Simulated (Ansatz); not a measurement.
# CH4AlB: functionals against CCSD(T) at one geometry

One table from this session's results is given with a row withheld; the runs are named, their logs left out.

Computed with Ansatz 0.2.0, Gaussian basis. Level: single points in def2-TZVPP.

Correlated methods freeze the cores. B3LYP uses VWN-RPA correlation.

## Where the work starts

SMILES `C=[B][AlH2]`, 7 atoms, charge 0, spin multiplicity 1.

Atoms are counted from 1 here; the program's logs count them from 0.

Bond lengths: C1–B2 1.399 Å, C1–H4 0.967 Å, C1–H5 1.084 Å, B2–Al3 1.943 Å, Al3–H6 1.557 Å, Al3–H7 1.647 Å. Angles: B2–C1–H4 128.6°, B2–C1–H5 130.4°, H4–C1–H5 101.0°, C1–B2–Al3 176.5°, B2–Al3–H6 131.9°, B2–Al3–H7 126.7°, H6–Al3–H7 101.0°.

Coordinates:

```xyz
7
charge 0, multiplicity 1
C    -0.2589    0.9208   -1.4372
B    -0.0544    0.1573   -0.2829
Al    0.2275   -0.8026    1.3832
H    -0.9106    1.6180   -1.5914
H     0.2610    0.9098   -2.3882
H    -0.5342   -0.7742    2.7404
H     1.2610   -2.0604    1.6307
```

The first run:

run/in.yaml

```yaml
crystal:
  periodic: [false, false, false]
  atoms:
    - {symbol: C, position_ang: [-0.258900, 0.920800, -1.437200]}
    - {symbol: B, position_ang: [-0.054400, 0.157300, -0.282900]}
    - {symbol: Al, position_ang: [0.227500, -0.802600, 1.383200]}
    - {symbol: H, position_ang: [-0.910600, 1.618000, -1.591400]}
    - {symbol: H, position_ang: [0.261000, 0.909800, -2.388200]}
    - {symbol: H, position_ang: [-0.534200, -0.774200, 2.740400]}
    - {symbol: H, position_ang: [1.261000, -2.060400, 1.630700]}
basis:
  gaussian: {orbitals: def2-TZVPP}
correlation: {method: ccsd_t}
output: {forces: true}
```

No record of the launch command was kept for these runs.

Among the steps run: CCSD(T)/def2-TZVPP; PBE0-D4/def2-TZVPP; wB97M-V/def2-TZVPP; r2SCAN-D4/def2-TZVPP; PBE-D4/def2-TZVPP; B3LYP-D4/def2-TZVPP; HSE06-D4/def2-TZVPP.

One table of the session follows, with a row left open; its other results are not shown here.

| method | RMS force component (eV/Å) | angle to CCSD(T) forces (°) | dipole (D) |
| --- | --- | --- | --- |
| CCSD(T) | 1.972 | reference | 1.45 |
| PBE0-D4 | 2.038 | 5.7 | 1.41 |
| wB97M-V | ? | ? | ? |
| r2SCAN-D4 | 2.001 | 5.1 | 1.49 |
| PBE-D4 | 2.007 | 6.4 | 1.43 |
| B3LYP-D4 | 1.993 | 5.1 | 1.45 |
| HSE06-D4 | 2.035 | 5.6 | 1.41 |

Q: Estimate the row for wB97M-V from the others.

The run gave: RMS force component (eV/Å): 2.052; angle to CCSD(T) forces (°): 6.7; dipole (D): 1.35. In the column «RMS force component (eV/Å)» it is the highest.
